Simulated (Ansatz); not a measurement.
Results of LC-ωPBE (Ansatz, a quantum-chemistry and plane-wave program, plane waves, PAW) for bcc K.

Numerical settings: plane-wave cutoff 460 eV, 10×10×10 k mesh, Fermi–Dirac smearing 0.05 eV, scalar-relativistic PAW data made under PBE.

Cell (relaxed at this level):

```
CELL_PARAMETERS angstrom
     -2.72425     2.72425     2.72425
      2.72425    -2.72425     2.72425
      2.72425     2.72425    -2.72425
ATOMIC_POSITIONS crystal
  K  0.00000 0.00000 0.00000
```

What does this level give for the bulk modulus B0 and pressure derivative B′ of the bulk modulus?


* **bulk modulus B0**: 3.12 GPa
* **pressure derivative B′ of the bulk modulus**: 3.7

Measured, for comparison: bulk modulus 3.75 GPa (corrected for temperature and zero-point phonon effects; as tabulated in Levämäki et al. (2014), arXiv:1402.3671). Computed (rounded) less measured: bulk modulus -17 %.

Static lattice: no zero-point or thermal effects.

The result took about 40 core-minutes (a rough figure).
